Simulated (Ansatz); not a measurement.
Abridged output of a molecular run in Ansatz:

```
Functional definition: HF
1332 factors; integrals over basis functions are off by at most 9.6e-4 eV
mean field evaluation 1: about -17137.5028 eV, gradient 2.8e1 eV
mean field evaluation 2: about -17137.8189 eV, gradient 2.8e1 eV
mean field evaluation 4: about -17140.1068 eV, gradient 5.8e0 eV
mean field evaluation 8: about -17140.2038 eV, gradient 3.9e-1 eV
mean field evaluation 16: about -17140.2052 eV, gradient 1.5e-6 eV
mean field -17140.20518830 eV, -629.8909226216 hartree, gradient 1.5e-6 eV, S^2 0.000000; 0 other end points of the search recorded, 0 dependent functions left out
9 core orbitals not correlated: weight in the atoms' cores, before any rotation towards them, 1.000 or more for the frozen orbitals, at most 0.000 for the correlated occupied ones
reference -17140.20518830 eV, -629.8909226216 hartree; 14, 14 occupied and 199, 199 virtual orbitals, 1332 factors
second order -23.55453368 eV of doubles, -0.00000000 eV of singles
cycle   1  -23.75715947 eV  change   -2.0e-1 eV  update   1.2e-1
cycle   2  -24.37121779 eV  change   -6.1e-1 eV  update   3.8e-2
cycle   3  -24.53710052 eV  change   -1.7e-1 eV  update   1.9e-2
cycle   4  -24.52798394 eV  change    9.1e-3 eV  update   4.7e-3
cycle   5  -24.52756923 eV  change    4.1e-4 eV  update   2.0e-3
cycle   6  -24.52823084 eV  change   -6.6e-4 eV  update   5.7e-4
cycle   7  -24.52792925 eV  change    3.0e-4 eV  update   2.0e-4
cycle   8  -24.52790708 eV  change    2.2e-5 eV  update   6.9e-5
cycle   9  -24.52791742 eV  change   -1.0e-5 eV  update   2.4e-5
perturbative correction -1.18606465 eV, -0.0435870718 hartree
Total energy: -17165.91917036 eV, -630.8358940330 hartree
```

Its atoms:

Cartesian coordinates in Å:
```
C 1.287 0.988 0.174
N 0.815 -0.381 0.149
C -0.348 -0.695 0.036
C -1.577 -1.133 -0.074
Cl -2.282 -1.457 -1.616
H 1.976 1.128 -0.660
H 1.852 1.142 1.094
H 0.478 1.721 0.109
H -2.201 -1.314 0.788
```

Which basis set was used?
A. def2-TZVPP
B. def2-QZVPP
C. def2-SVP
D. def2-SVPD

A. It gives 222 functions.

Write the keys of the input that set method, charge and spin (a neutral closed shell needs none for the last two).


```yaml
correlation: {method: ccsd_t}
```
